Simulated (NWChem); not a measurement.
# CS; SMILES [S+]#[C-]

Results from NWChem. All runs use the structure optimised with PBE0-D3(BJ)/def2-TZVP. Level: M06-2X/def2-SVP with SMD (1 M gas to 1 M solution), gas-phase geometry.

```csv
solvent,dielectric constant,solvation free energy (kcal/mol),cavity-dispersion-structure term (kcal/mol),dipole in solution (D)
water,78.4,2.5,4.3,2.33
ethylene glycol,40.2,3.1,4.8,2.32
methanol,32.6,1.4,3.1,2.32
tetrahydrofuran,7.43,1.1,2.6,2.25
chlorobenzene,5.70,0.8,2.2,2.22
anisole,4.22,1.3,2.6,2.18
```
